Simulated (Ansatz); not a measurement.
Cost and result for the atomization energy of C4H5FS, SMILES `C/C=C(\F)C=S` (11 atoms, 10 bonds).

Z-matrix (Å, degrees):
```
C
C 1 1.479
H 1 1.095 2 110.3
H 1 1.095 2 110.3 3 -117.1
H 1 1.089 2 112.1 3 121.4
C 2 1.334 1 125.6 3 -121.4
H 2 1.085 1 119.5 3 58.6
C 6 1.444 2 127.1 1 180.0
F 6 1.349 2 120.0 1 -0.0
S 8 1.618 6 127.4 2 0.0
H 8 1.092 6 112.7 2 -180.0
```

The species carries charge 0 and has multiplicity 1. The structure was optimised at the PBE0-D4/def2-TZVP level. It is one conformer, not always the lowest. Program: Ansatz. All runs use 4 threads of an Arm Neoverse V2 on a shared host. Times are those of one run each, without the atoms' runs, and a repeat can differ threefold. Electronic energies, without spin–orbit coupling; frozen cores. CCSD(T)/CBS adds CCSD(T) − MP2 in def2-TZVPP to the MP2 limit, and its time is that of the two runs behind it. T1 = 0.016; the RHF reference is unstable towards UHF. B3LYP takes the VWN-RPA correlation (the form of Gaussian; ORCA's B3LYP/G).

CCSD(T)/CBS is a level of theory with its own doubt, some kJ/mol a heavy atom from the limit and from the frozen cores, so smaller differences don't rank the functionals.

| level | functions | wall time |
| --- | --- | --- |
| PBE-D4/def2-TZVPP (with forces) | 267 | 2.8 s |
| PBE0-D4/def2-TZVPP | 267 | 3.4 s |
| r2SCAN-D4/def2-TZVPP (with forces) | 267 | 5.5 s |
| B3LYP-D4/def2-TZVPP (with forces) | 267 | 5.5 s |
| B2PLYP/def2-TZVPP | 267 | 7.5 s |
| ωB97X-V/def2-TZVPP | 267 | 8 s |
| ωB97M-V/def2-TZVPP (with forces) | 267 | 12 s |
| MP2/def2-QZVPP | 505 | 27 s |
| CCSD(T)/def2-TZVPP | 267 | 4.2 min |
| CCSD(T)/CBS(def2) | – | 4.7 min |

(1) What atomization energy does each give, and how far from CCSD(T)/CBS? (Estimate.)

Results:

(1) Ansatz gave: 
```csv
level,atomization (kJ/mol),difference from CCSD(T)/CBS,per bond
PBE-D4/def2-TZVPP (with forces),4709.4,187.2,18.7
PBE0-D4/def2-TZVPP,4589.7,67.5,6.8
r2SCAN-D4/def2-TZVPP (with forces),4570.1,47.9,4.8
B3LYP-D4/def2-TZVPP (with forces),4539.0,16.8,1.7
B2PLYP/def2-TZVPP,4492.3,-29.9,-3.0
ωB97X-V/def2-TZVPP,4533.1,10.9,1.1
ωB97M-V/def2-TZVPP (with forces),4549.1,26.9,2.7
MP2/def2-QZVPP,4584.5,62.3,6.2
CCSD(T)/def2-TZVPP,4406.8,-115.4,-11.5
CCSD(T)/CBS(def2),4522.2,0.0,0.0
```

The D4 term adds +37.3 kJ/mol with B3LYP and +19.6 kJ/mol with PBE0; it sums over pairs of atoms, weighted by their polarisabilities, and B3LYP, whose exchange is more repulsive, gets the larger term. From PBE to PBE0 (25 % exact exchange), in def2-TZVPP and without D4, the atomization energy moves by −116.1 kJ/mol: exact exchange takes away binding that semilocal exchange gives to molecules. In def2-TZVPP, CCSD(T) changes the Hartree–Fock value by +1161.2 kJ/mol (the triples alone add +92.1 kJ/mol) and MP2 by +1271.3 kJ/mol; breaking electron pairs costs correlation energy, which Hartree–Fock lacks.
